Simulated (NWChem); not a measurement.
Program: NWChem. System: CH$_{4}$O, charge 1, spin multiplicity 2, at the geometry of a parent with another charge or spin, in a state set for the comparison that need not be this species' ground state. Its SCF solution wasn't tested for a lower state. Level: UMP2/def2-TZVP, 2 core orbitals frozen.

Part of the output:

```
             Northwest Computational Chemistry Package (NWChem) 7.3.0
             --------------------------------------------------------

                                NWChem Input Module
                                -------------------

 Scaling coordinates for geometry "geometry" by  1.889725989
 (inverse scale =  0.529177249)

 Turning off AUTOSYM since
 SYMMETRY directive was detected!

                             Geometry "geometry" -> ""
                             -------------------------

 Output coordinates in angstroms (scale by  1.889725989 to convert to a.u.)

  No.       Tag          Charge          X              Y              Z
 ---- ---------------- ---------- -------------- -------------- --------------
    1 C                    6.0000     0.61119200    -0.23433400     0.00000000
    2 O                    8.0000    -0.66649300     0.36350100     0.00000000
    3 H                    1.0000     0.81292100    -0.86442900     0.90166600
    4 H                    1.0000     1.36196000     0.58212900     0.00000000
    5 H                    1.0000     0.81292100    -0.86442900    -0.90166600
    6 H                    1.0000    -1.32301100    -0.35526900     0.00000000

 Effective nuclear repulsion energy (a.u.)      40.1127217074

            Nuclear Dipole moment (a.u.)
            ----------------------------
        X                 Y               Z
 ---------------- ---------------- ----------------
    -0.0000018897     0.0000113384     0.0000000000

      Symmetry information
      --------------------

 Group name             Cs
 Group number              2
 Group order               2
 No. of unique centers     5

      Symmetry unique atoms

     1    2    3    4    6


 Summary of "ao basis" -> "" (spherical)
 ------------------------------------------------------------------------------
       Tag                 Description            Shells   Functions and Types
 ---------------- ------------------------------  ------  ---------------------
 *                         def2-tzvp                  on all atoms

 Summary of "ao basis" -> "ao basis" (spherical)
 ------------------------------------------------------------------------------
       Tag                 Description            Shells   Functions and Types
 ---------------- ------------------------------  ------  ---------------------
 C                         def2-tzvp                11       31   5s3p2d1f
[...]
     2   0 2 0     -7.580654    -10.225055     -9.304750     11.949151
     2   0 1 1     -0.000000     -0.000000      0.000000      0.000000
     2   0 0 2     -7.457126     -7.259523     -6.004165      5.806562

                   NWChem MP2 Semi-direct Energy/Gradient Module
                   ---------------------------------------------

  Basis functions       =     86
  Molecular orbitals    =     86
  Frozen core           =      2
  Frozen virtuals       =      0
  Active alpha occupied =      7
  Active beta occupied  =      6
  Active alpha virtual  =     77
  Active beta virtual   =     78
  Use MO symmetry       = T
  Use skeleton AO sym   = T

  AO/Fock/Back tols     =   1.0D-09  1.0D-09  1.0D-09

 GA uses MA = F    GA memory limited = T

 Available:
  local mem=  1.15D+08
 global mem=  1.31D+08
 local disk=  0.00D+00
  mp2_memr nvloc                    77
  nvloc new                    77
   1 passes of   7:        5242880                      42027                   6864818.
   1 passes of   7: M    114683817           G      131057208           F     109440937.

 Semi-direct pass number   1 of   1  for UHF alpha       at        1.9s
  vrange nnbf                  3739
  mp2_eaftype                    26  avail_ma_in_mb                   999
 EAF : mp2_eaftype filesize          26    3432409.
  mp2_eaf for mointskh                     26
Node 0 wrote     16.1 Mb in      0.0 s     Agg I/O rate:  2228.6 Mb/s
 Done moints_semi at        3.2s
  mp2_eaftype                    26  avail_ma_in_mb                   973
 EAF : mp2_eaftype filesize          26    3432409.
  mp2_eaf for kh                    26
 Done maket at        3.3s
 Done multipass loop at        3.3s

 GA uses MA = F    GA memory limited = T

 Available:
  local mem=  1.15D+08
 global mem=  1.31D+08
 local disk=  0.00D+00
  mp2_memr nvloc                    78
  nvloc new                    78
   1 passes of   6:        5242880                      38478                   5962223.
   1 passes of   6: M    114683817           G      131057208           F     109440937.

 Semi-direct pass number   1 of   1  for UHF beta        at        3.3s
  vrange nnbf                  3739
  mp2_eaftype                    22  avail_ma_in_mb                   999
 EAF : mp2_eaftype filesize          22    2981112.
  mp2_eaf for mointskh                     22
Node 0 wrote     14.0 Mb in      0.0 s     Agg I/O rate:  1889.2 Mb/s
 Done moints_semi at        4.6s
  mp2_eaftype                    22  avail_ma_in_mb                   977
 EAF : mp2_eaftype filesize          22    2981112.
  mp2_eaf for kh                    22
 Done maket at        4.7s
 Done multipass loop at        4.7s

          -------------------------------------------
          SCF energy                -114.732694402626
          Correlation energy          -0.358578265234
          Singlet pairs                0.000000000000
          Triplet pairs                0.000000000000
          Total MP2 energy          -115.091272667859
          -------------------------------------------

          ---------------------------------------------------
                    Spin Component Scaled (SCS) MP2
          Same spin pairs                     -0.080523299529
          Same spin scaling factor             0.333333333333
          Opposite spin pairs                 -0.278054965704
          Opposite spin scaling fact.          1.200000000000
          SCS-MP2 correlation energy          -0.360507058688
          Total SCS-MP2 energy              -115.093201461314
          ---------------------------------------------------

 -----------------------
 Performance information
 -----------------------

 Timer overhead =  1.91D-07 seconds/call

               Nr. of calls         CPU time (s)                 Wall time (s)                GFlops
             ---------------    -------------------     ------------------------------   -------------------
Name         Min   Avg   Max    Min     Avg     Max     Min     Avg     Max   Mx/calls   Min     Max     Sum
mp2: moin     2     2     2    2.5     2.5     2.5      2.5     2.5     2.5     1.3      0.0     0.0     0.0
mp2: make     2     2     2   0.16    0.16    0.16     0.16    0.16    0.16    7.92E-2   0.0     0.0     0.0
mp2: tota     1     1     1    2.8     2.8     2.8      2.8     2.8     2.8     2.8      0.0     0.0     0.0

 The average no. of pstat calls per process was 5.00D+00
 with a timing overhead of 9.55D-07s

 Task  times  cpu:        4.6s     wall:        4.6s

 Total times  cpu:        4.7s     wall:        4.7s
```

Q: Write an NWChem input that would produce this output.

A: This is not unique; one that fits is 
```
start mol
memory heap 200 mb stack 800 mb global 1000 mb
charge 1
geometry units angstroms nocenter noautoz
  C      0.611192    -0.234334     0.000000
  O     -0.666493     0.363501     0.000000
  H      0.812921    -0.864429     0.901666
  H      1.361960     0.582129     0.000000
  H      0.812921    -0.864429    -0.901666
  H     -1.323011    -0.355269     0.000000
  symmetry group Cs
end
basis spherical
  * library def2-tzvp
end
scf
  uhf
  nopen 1
  maxiter 100
  thresh 1e-7
  semidirect memsize 60000000 filesize 0
  # guess.movecs holds the orbitals of an unrestricted PBE0 run
  vectors input guess.movecs output mol.movecs
end
mp2
  freeze core 2
end
task mp2 energy
```
